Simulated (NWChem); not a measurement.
The numbers come from NWChem runs, not from measurements. System: O2, charge 0, spin multiplicity 3, at the geometry of a parent with another charge or spin, in a state set for the comparison that need not be this species' ground state. Its SCF solution wasn't tested for a lower state. Level: ROCCSD(T)/def2-TZVPD, 2 core orbitals frozen.

Input file:

```
start mol
memory heap 100 mb stack 700 mb global 1900 mb
geometry units angstroms nocenter noautoz
  O      0.000000     0.000000     0.660554
  O      0.000000     0.000000    -0.660554
  symmetry group D2h
end
basis spherical
  * library def2-tzvpd
end
scf
  rohf
  nopen 2
  maxiter 100
  thresh 1e-7
  semidirect memsize 60000000 filesize 0
  # guess.movecs holds the orbitals of an unrestricted PBE0 run
  vectors input guess.movecs output mol.movecs
end
tce
  freeze core 2
  ccsd(t)
  2eorb
  2emet 13
  thresh 1e-6
  maxiter 100
  tilesize 24
end
task tce energy
```

NWChem printed:

```
             Northwest Computational Chemistry Package (NWChem) 7.3.0
             --------------------------------------------------------

                                NWChem Input Module
                                -------------------

 Scaling coordinates for geometry "geometry" by  1.889725989
 (inverse scale =  0.529177249)

 Turning off AUTOSYM since
 SYMMETRY directive was detected!

                             Geometry "geometry" -> ""
                             -------------------------

 Output coordinates in angstroms (scale by  1.889725989 to convert to a.u.)

  No.       Tag          Charge          X              Y              Z
 ---- ---------------- ---------- -------------- -------------- --------------
    1 O                    8.0000     0.00000000     0.00000000     0.66055400
    2 O                    8.0000     0.00000000     0.00000000    -0.66055400

 Effective nuclear repulsion energy (a.u.)      25.6355604053

            Nuclear Dipole moment (a.u.)
            ----------------------------
        X                 Y               Z
 ---------------- ---------------- ----------------
     0.0000000000     0.0000000000     0.0000000000

      Symmetry information
      --------------------

 Group name             D2h
 Group number             26
 Group order               8
 No. of unique centers     1

      Symmetry unique atoms

     1


 Summary of "ao basis" -> "" (spherical)
 ------------------------------------------------------------------------------
       Tag                 Description            Shells   Functions and Types
 ---------------- ------------------------------  ------  ---------------------
 *                         def2-tzvpd                 on all atoms

 Summary of "ao basis" -> "ao basis" (spherical)
 ------------------------------------------------------------------------------
       Tag                 Description            Shells   Functions and Types
 ---------------- ------------------------------  ------  ---------------------
 O                         def2-tzvpd               14       40   6s4p3d1f

                                 NWChem SCF Module
                                 -----------------

  ao basis        = "ao basis"
  functions       =    80
  atoms           =     2
  closed shells   =     7
  open shells     =     2
  charge          =   0.00
  wavefunction    = ROHF
  use symmetry    = T
  symmetry adapt  = T

 Summary of "ao basis" -> "ao basis" (spherical)
 ------------------------------------------------------------------------------
       Tag                 Description            Shells   Functions and Types
 ---------------- ------------------------------  ------  ---------------------
 O                         def2-tzvpd               14       40   6s4p3d1f

      Symmetry analysis of basis
      --------------------------

        ag         18
        au          4
        b1g         4
        b1u        18
        b2g         9
        b2u         9
        b3g         9
        b3u         9

 Forming initial guess at       0.1s

      Symmetry analysis of molecular orbitals - initial
      -------------------------------------------------

  Numbering of irreducible representations:

     1 ag          2 au          3 b1g         4 b1u         5 b2g
     6 b2u         7 b3g         8 b3u

  Orbital symmetries:

     1 ag          2 b1u         3 ag          4 b1u         5 b2u
     6 b3u         7 ag          8 b3g         9 b2g        10 b1u
[...]
          49.845518910448           0.000000000000           0.000000000000
           0.000000000000          49.845518910448           0.000000000000
           0.000000000000           0.000000000000           0.000000000000

  Mulliken analysis of the total density
  --------------------------------------

    Atom       Charge   Shell Charges
 -----------   ------   -------------------------------------------------------
    1 O    8     8.00   0.80  1.18  0.63  0.99  0.33 -0.00  1.68  1.77  0.58  0.01  0.00  0.04 -0.01  0.00
    2 O    8     8.00   0.80  1.18  0.63  0.99  0.33 -0.00  1.68  1.77  0.58  0.01  0.00  0.04 -0.01  0.00

 Mulliken analysis of the open-shell density
 -------------------------------------------

    Atom       Charge   Shell Charges
 -----------   ------   -------------------------------------------------------
    1 O    8     1.00   0.00 -0.00  0.00  0.00  0.00  0.00  0.48  0.40  0.12  0.00  0.00  0.00 -0.01  0.00
    2 O    8     1.00   0.00 -0.00  0.00  0.00  0.00  0.00  0.48  0.40  0.12  0.00  0.00  0.00 -0.01  0.00

       Multipole analysis of the density wrt the origin
       ------------------------------------------------

     L   x y z        total         open         nuclear
     -   - - -        -----         ----         -------
     0   0 0 0     -0.000000     -2.000000     16.000000

     1   1 0 0      0.000000     -0.000000      0.000000
     1   0 1 0     -0.000000      0.000000      0.000000
     1   0 0 1      0.000000     -0.000000      0.000000

     2   2 0 0     -7.606204     -1.368985      0.000000
     2   1 1 0      0.000000      0.000000      0.000000
     2   1 0 1     -0.000000      0.000000      0.000000
     2   0 2 0     -7.606204     -1.368985      0.000000
     2   0 1 1     -0.000000      0.000000      0.000000
     2   0 0 2     -7.528649     -4.428270     24.930691

                   NWChem Extensible Many-Electron Theory Module
                   ---------------------------------------------


            General Information
            -------------------
      Number of processors :     1
         Wavefunction type : Restricted open-shell Hartree-Fock
          No. of electrons :    16
           Alpha electrons :     9
            Beta electrons :     7
           No. of orbitals :   160
            Alpha orbitals :    80
             Beta orbitals :    80
        Alpha frozen cores :     2
         Beta frozen cores :     2
     Alpha frozen virtuals :     0
      Beta frozen virtuals :     0
         Spin multiplicity : triplet
    Number of AO functions :    80
       Number of AO shells :    28
        Use of symmetry is : on
      Symmetry adaption is : on
         Schwarz screening : 0.10D-09

          Correlation Information
          -----------------------
          Calculation type : Coupled-cluster singles & doubles w/ perturbation
   Perturbative correction : (T)
            Max iterations :      100
        Residual threshold : 0.10D-05
     T(0) DIIS level shift : 0.00D+00
     L(0) DIIS level shift : 0.00D+00
     T(1) DIIS level shift : 0.00D+00
     L(1) DIIS level shift : 0.00D+00
     T(R) DIIS level shift : 0.00D+00
     T(I) DIIS level shift : 0.00D+00
   CC-T/L Amplitude update :  5-th order DIIS
                I/O scheme : Global Array Library
        L-threshold :  0.10D-05
        EOM-threshold :  0.10D-05
 no EOMCCSD initial starts read in
 TCE RESTART OPTIONS
 SLICE:      F
 D4D5:       F
 quantumc:   F
 qrotation:  F
 pwtce:      F
 qducc:      F
 nacto:                         0
 nrotv:                         0
 nrot:                          0

            Memory Information
            ------------------
          Available GA space size is     249024000 doubles
          Available MA space size is     104854108 doubles

 Maximum block size supplied by input
 Maximum block size        24 doubles

 tile_dim =     16

 -------------------------------------------------

 Global array virtual files algorithm will be used

 Parallel file system coherency ......... OK

 4-electron integrals stored in orbital form

 v2    file size   =          1034575
 4-index algorithm nr.  13 is used
 imaxsize =       30
 imaxsize ichop =        0


CCSD iterations
 ---------------------------------------------------------
 Iter          Residuum       Correlation     Cpu    Wall
 ---------------------------------------------------------
    1   0.4148194366995  -0.5437119450843     0.9     0.9
    2   0.2139261875370  -0.4212993962075     1.0     1.0
    3   0.1497007711247  -0.5097892058988     1.0     1.0
    4   0.0947611187880  -0.4562193251684     1.0     1.0
    5   0.0672219137089  -0.4921977966273     1.0     1.0
    6   0.0037485671639  -0.4785100009493     1.0     1.0
    7   0.0019066880800  -0.4782846239196     1.0     1.0
    8   0.0015283670287  -0.4783504283838     1.0     1.0
    9   0.0013674835962  -0.4783193033267     1.0     1.0
   10   0.0013304547324  -0.4783620905235     1.0     1.0
   11   0.0000615949586  -0.4783496424895     1.0     1.0
   12   0.0000386308895  -0.4783503709233     1.0     1.0
   13   0.0000339910175  -0.4783512858126     1.0     1.0
   14   0.0000330293632  -0.4783516911336     1.0     1.0
   15   0.0000325434763  -0.4783513445572     1.0     1.0
   16   0.0000015073185  -0.4783517074043     1.0     1.0
   17   0.0000007261510  -0.4783516687826     1.0     1.0
 -----------------------------------------------------------------
 Iterations converged
 CCSD correlation energy / hartree =        -0.478351668782619
 CCSD total energy / hartree       =      -150.101614604204997

 Singles contributions

 Doubles contributions
     8b2g (beta )     9b3g (beta ) ---     7b2u (beta )     6b3u (beta )        0.1168327420
 CCSD(T)
 Using plain CCSD(T) code
             total no. of tasks         8440
 total no. of tasks / no. procs         8440
                         wl_min            2           1.1
                         wl_max        30720           5.6
        thresh for no. of tasks         8440

 CCSD[T]  correction energy / hartree =        -0.024730902915837
 CCSD[T] correlation energy / hartree =        -0.503082571698456
 CCSD[T] total energy / hartree       =      -150.126345507120845
 CCSD(T)  correction energy / hartree =        -0.024649775750926
 CCSD(T) correlation energy / hartree =        -0.503001444533545
 CCSD(T) total energy / hartree       =      -150.126264379955927

 Task  times  cpu:       27.6s     wall:       27.6s

 Total times  cpu:       27.6s     wall:       27.6s
```
